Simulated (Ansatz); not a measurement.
Consider the isomerisation: `CCC(O)Cl` → `COCCCl`.

Isolated molecules relaxed with PBE0-D4/def2-TZVP in Ansatz; ΔE leaves out vibrations. CBS: MP2 limit from def2 TZ/QZ plus the TZ coupled-cluster correction, frozen cores. Functionals use def2-TZVPP. Each species was taken in one conformer, which may not be the lowest.

```
   species  ωB97M-V energy (Eh)
`CCC(O)Cl`           -653.94325
  `COCCCl`           -653.91529
```

**Question.** Work out ΔE.

**Answer.** ΔE = (-653.91529) − (-653.94325) = 0.02796 Eh = +0.76 eV. CCSD(T)/CBS gives +0.76 eV.

Largest T1 diagnostic among the species: 0.010.

In def2-TZVPP, CCSD(T) changes the Hartree–Fock value by +0.14 eV (the triples alone add +0.02 eV) and MP2 by +0.20 eV.
